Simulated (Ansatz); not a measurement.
**Changing the shape of ClF, singlet**

Program: Ansatz, Gaussian basis, development build. Basis aug-cc-pV(T+d)Z on Cl, aug-cc-pVTZ on F, nonrelativistic, no frozen core; active space CAS(2,2). Restricted Hartree–Fock, then the lowest state-specific CASSCF solution met for each case. Single-reference values can break down or jump between states where bonds are stretched. Solutions in different active orbitals can move differences by tenths of an eV and at times more than 1 eV.

Case A: bond length 1.8722 Å.

Case B: bond length 2.2792 Å. A bond is stretched, to 1.43 times the sum of the covalent radii.

Case C: bond length 3.7444 Å. A bond is stretched, to 2.35 times the sum of the covalent radii.

Energy less that of case A, in eV:

```json
{"case": "B", "RHF/ROHF": "+2.309", "CASSCF": "+0.834"}
{"case": "C", "RHF/ROHF": "+6.591", "CASSCF": "+1.257"}
```

(1) Give the SC-NEVPT2 energies against case A.

(2) Which case is lowest, and do the methods agree?

Answers

(1) B: +1.368 eV (31.5 kcal/mol); C: +2.171 eV (50.1 kcal/mol).

(2) A is lowest in SC-NEVPT2. Of the methods shown, RHF/ROHF, CASSCF agree.
